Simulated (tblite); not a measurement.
Species: C4H4NS (doublet state).
Atom-mapped SMILES: `[CH3:1][c:2]1[c:3][cH:4][s:5][n:6]1` (hydrogens: H7, H8, H9 on C1; H10 on C4)

The geometry is computed with GFN2-xTB (gas phase). This method treats the open shell by occupation alone, without spin polarisation.

Q: List the bond lengths and angles at this level.

A: 
| bond | length (Å) |
| --- | --- |
| C1–C2 | 1.484 |
| C2–C3 | 1.405 |
| C3–C4 | 1.339 |
| C4–S5 | 1.741 |
| S5–N6 | 1.649 |
| C2–N6 | 1.309 |
| C1–H7, C1–H8, C1–H9 | 1.088 |
| C4–H10 | 1.068 |

Bonds in one row agree within 0.01 Å and their mean is given. A selection of angles:
| angle | degrees |
| --- | --- |
| C2–C1–H7 | 109.8 |
| H7–C1–H8 | 109.6 |
| H8–C1–H9 | 108.2 |
| C1–C2–C3 | 126.6 |
| C1–C2–N6 | 121.5 |
| C3–C2–N6 | 111.9 |
| C2–C3–C4 | 115.0 |
| C3–C4–S5 | 107.1 |
| C3–C4–H10 | 131.5 |
| S5–C4–H10 | 121.4 |
| C4–S5–N6 | 92.9 |
| C2–N6–S5 | 113.1 |

The 6 heavy atoms lie in one plane (0.000 Å rms). The 3 C–C bonds span 1.339 Å (C3–C4, aromatic) to 1.484 Å (C1–C2, drawn single), a spread of 0.145 Å. The 5-membered ring C2–C3–C4–S5–N6 has internal angles of 92.9° to 115.0° (sum 540°, against 540° for a flat polygon); it is planar, 0.00 Å rms from its mean plane, widest ring torsion 0°. C2 (carbon bonded to 2 C and N) is planar (angles 126.6°, 121.5° and 111.9°, sum 360.0°, 0.00 Å off the plane of its three neighbours). C4 (carbon bonded to C, S and H) is planar (angles 131.5°, 121.4° and 107.1°, sum 360.0°, 0.00 Å off the plane of its three neighbours).

Point group: Cs (tolerance 0.08 Å). Its GFN2-xTB frequencies are all real (lowest 82 cm⁻¹).
